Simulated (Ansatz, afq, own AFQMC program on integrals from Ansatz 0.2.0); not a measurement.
AFQMC on a folder of integrals that Ansatz 0.2.0 wrote.

```yaml
crystal:
  periodic: [false, false, false]
  atoms:
    - {symbol: B, position_ang: [0.000000, 0.000000, 0.095674]}
    - {symbol: C, position_ang: [0.000000, 0.000000, -1.368483]}
    - {symbol: H, position_ang: [0.000000, 0.000000, 1.272810]}
basis:
  gaussian: {orbitals: 6-31G}
magnetization: {spin_polarized: false}
correlation: {method: ccsd_t, electrons: outside_noble_gas, hamiltonian_folder: ham}
```

```sh
$ ansatz run in.yaml --threads 1 --pin off --events-out ev --progress --plain --max-ram 1382MiB
```

afq runs on the folder ham with

```
--method free --trial cisd --walkers 200 --time-step 0.03 --max-blocks 80 --target-error 0.00034 --factor-cut 1e-05 --seed 920 --times 0,0.3,0.6,1.2,1.8,2.4,3.6,4.8,6 --taylor-order 8
```

Times are imaginary, in 1/Eh. The walk had a cap of 311 s.

afq prints:

```
orbitals 18  electrons 4 4  factors 112 of 285
reference energy -62.86728990 Eh
CCSD correlation -0.13792524 Eh in 16 cycles, weight of the determinant in the CISD state 0.8811
repeat  energy at the last time / Eh  error
    10  -63.011374  0.000954
    20  -63.011701  0.000699
    30  -63.011289  0.000568
    40  -63.011099  0.000459
    50  -63.011297  0.000397
    60  -63.011247  0.000380
    70  -63.011187  0.000358
    80  -63.010992  0.000337
time / (1/Eh)  energy / Eh  error  mean overlap
  0.00  -63.005051  0.000129  1.1340
  0.30  -63.007702  0.000131  1.1351
  0.60  -63.009067  0.000124  1.1340
  1.20  -63.010047  0.000125  1.1355
  1.80  -63.010553  0.000132  1.1290
  2.40  -63.010694  0.000157  1.1360
  3.60  -63.010843  0.000192  1.1319
  4.80  -63.011236  0.000289  1.1449
  6.00  -63.010992  0.000337  1.1684
energy -63.010992 +/- 0.000337 Eh
```

The run passed its tests (error under three times the target), which doesn't prove that it has relaxed.

Against this walk (error 9.2 meV) on the same determinant: CCSD(T) 40.6 meV higher, CCSDT(Q) 33.5 meV lower, CCSDTQ 56.7 meV lower, full CI 59.8 meV lower. The error is statistical, and a free projection of finite length keeps a remainder of its start. Full CI is exact here, so the walk's 60 meV above it is the walk's own error: what remains of the start. The determinant is a poor start (see the cautions), so the low cluster orders aren't to be relied on, and full CI is the sure value.

Cautions: remainder of the start not in the error; higher spins were not checked; restricted determinant unstable towards unrestricted (UHF 925 meV lower, ⟨S²⟩ 1.00); the CCSDTQ amplitudes may be one of several solutions (largest double 0.95); the determinant fills πx and πy unequally, so it mixes two states of the linear molecule, and each level undoes that mixture to a different degree, while full CI gives the lower state, and by Hund's rule a triplet of that filling probably lies lower still; CCSDTQ on the UHF determinant differs (800 meV lower), perhaps since the unrestricted series falls towards higher spin.

The walk took 3.8 min on 1 thread of Intel(R) Xeon(R) Processor @ 2.50GHz (Skylake/Cascade Lake), on a shared host. The log's last line is the free-projection energy.

CCSDT and higher add their correlation energy to the determinant of the CCSD(T) run, since their own runs factorise the integrals more tightly (a shift of under 2 meV).
